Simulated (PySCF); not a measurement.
**How methods differ on the ionisation energy of Ar**

Ar [Ar] → Ar⁺ [Ne] 3s2 3p5 [3p1/2^2 3p3/2^3, M_J = 3/2], as a difference of total energies. Calculation: PySCF 2.14, in x2c-TZVPPall-2c (5s6p3d1f, 45 functions); the two-component X2C-1e Hamiltonian. Correlated levels: [Ne] frozen; the 6 highest virtual spinors dropped. "Screened" scales the spin-orbit matrix elements by Boettger's factors to mimic the two-electron term; Breit and QED terms are absent.

```json
{"method": "GHF (spin-free)", "ionisation energy (eV)": "14.709", "error (eV)": "-1.051"}
{"method": "GMP2 (spin-free)", "ionisation energy (eV)": "15.671", "error (eV)": "-0.089"}
{"method": "GHF (screened spin-orbit)", "ionisation energy (eV)": "14.646", "error (eV)": "-1.114"}
{"method": "GMP2 (screened spin-orbit)", "ionisation energy (eV)": "15.609", "error (eV)": "-0.151"}
```

Reference: 15.760 eV (measured; NIST Atomic Spectra Database, ionization energies).

Errors of the correlated levels include the incompleteness of this basis and the frozen core.
